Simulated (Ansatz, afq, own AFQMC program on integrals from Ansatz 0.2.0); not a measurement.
AFQMC on a folder of integrals that Ansatz 0.2.0 wrote.

```yaml
crystal:
  periodic: [false, false, false]
  atoms:
    - {symbol: N, position_ang: [-0.494323, 1.496673, -0.442322]}
    - {symbol: Y, position_ang: [0.387511, -0.410920, -0.251936]}
    - {symbol: O, position_ang: [-0.887447, -1.904717, 0.038125]}
    - {symbol: H, position_ang: [-1.478172, 1.759770, -0.408548]}
    - {symbol: H, position_ang: [0.027267, 2.362474, -0.592954]}
    - {symbol: H, position_ang: [-1.610607, -2.516330, 0.171405]}
basis:
  gaussian: {orbitals: def2-TZVP}
magnetization: {spin_polarized: true, initial_magnetization: 1}
correlation: {method: ccsd_t, electrons: outside_noble_gas, hamiltonian_folder: ham}
```

```sh
$ ansatz run in.yaml --threads 1 --pin off --events-out ev --progress --plain --max-ram 16896MiB --backend cuda --devices 0, --max-vram 18GiB
```

Options of the walk:

```
--method phaseless --trial cisd --walkers 1000 --populations 20 --least-time 60 --time-step 0.005 --steps-per-block 50 --equilibration-blocks 40 --max-blocks 4000 --target-error 0.00024 --factor-cut 1e-05 --start spin_pure --seed 1423 --release-times 0.24,0.6,1.2,1.8,2.6 --release-step 0.04 --release-every 4 --taylor-order 6
```

Times are imaginary, in 1/Eh. The walk had a cap of 501 s. With eight or more populations the least sampling time is a fifth of least-time, and the error comes from their spread. Core potentials past Kr, no spin–orbit coupling.

Output of the walk:

```
orbitals 114  electrons 9 8  factors 881 of 908
reference energy -169.08570436 Eh
CCSD correlation -0.51901014 Eh in 14 cycles, weight of the determinant in the CISD state 0.8549
energy of the start -169.604692 Eh
 block  time / (1/Eh)  mean weight  energy / Eh
     1     0.250  0.9984  -169.598018
     2     0.500  1.0005  -169.606027
     3     0.750  1.0012  -169.612840
     4     1.000  0.9996  -169.615949
     5     1.250  0.9997  -169.621042
    10     2.500  0.9990  -169.624688
    37     9.250  0.9995  -169.627516
    67    16.750  0.9999  -169.626044
    97    24.250  1.0001  -169.624483
   127    31.750  0.9994  -169.621342
   139    34.750  0.9988  -169.619688
   157    39.250  1.0004  -169.620827
   187    46.750  1.0008  -169.624748
   217    54.250  0.9995  -169.622353
   247    61.750  1.0006  -169.626379
   253    63.250  1.0011  -169.630805
   271    67.750  1.0010  -169.625075
error from the spread of 20 populations
released: time / (1/Eh)  energy / Eh  error  mean overlap
  0.24  -169.625164  0.000244  0.9944
  0.60  -169.625159  0.000218  0.9870
  1.20  -169.624906  0.000357  0.9823
  1.80  -169.626699  0.000854  0.9490
  2.60  -169.625240  0.000874  0.9477
energy -169.624765 +/- 0.000233 Eh
(rows thinned)
```

The run passed its tests (sampling time, drift between the halves within three errors, error under three times the target), which doesn't prove that it has relaxed, ending at its cap on processor time.

Against this walk (error 6.3 meV) on the same determinant: CCSD(T) 21.9 meV higher. The error is statistical and leaves out the bias of the constraint. Released to 1.20 1/Eh the energy moves by -4 ± 12 meV (both errors), within twice the noise.

Cautions: constraint bias not in the error; no spin-orbit coupling; outer-core shells of the metal frozen.

The walk took 8.4 min on 1 × NVIDIA H100 80GB HBM3 with 2 threads of AMD EPYC 7R13 Processor (Zen 3), with other jobs on the host (the card was shared). The log's last line is the phaseless energy.
